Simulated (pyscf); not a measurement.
Structures and frequencies: ωB97X-D3(BJ)/def2-SVP in PySCF.

SMILES: OC1=CCC=C1
```xyz
12

O     -0.5771    -0.5562     2.7182
C     -0.5654    -0.3145     1.3879
C     -0.8903     0.8032     0.6993
C     -0.6962     0.5274    -0.7681
C     -0.2182    -0.9012    -0.7965
C     -0.1458    -1.3793     0.4594
H     -0.8739     0.2388     3.1765
H     -1.2355     1.7520     1.1144
H      0.0461     1.2034    -1.2316
H     -1.6299     0.6454    -1.3488
H      0.0262    -1.4438    -1.7121
H      0.1640    -2.3754     0.7811
```
Charge 0, spin multiplicity 1.

Task: How much does it cost (ΔH, 298 K, ωB97M-D3(BJ)/def2-TZVP) to split cyclic C₅H₆O (SMILES OC1=CCC=C1) at its C–O bond into OH• + cyclic C₅H₅ (SMILES [C]1=CCC=C1) [doublet]?

Result: C–O to OH• + cyclic C₅H₅ (SMILES [C]1=CCC=C1) [doublet]: 115.3 kcal/mol. The 7 functionals that were run give +109.7 (r²SCAN) to +116.3 kcal/mol (PBE). The radicals are drawn with the spin at the cut bond; how far it spreads was not checked. Other isomers of cyclic C₅H₅ (SMILES [C]1=CCC=C1) [doublet] were not searched in full and may lie lower. Left out: the spin-orbit lowering of OH.
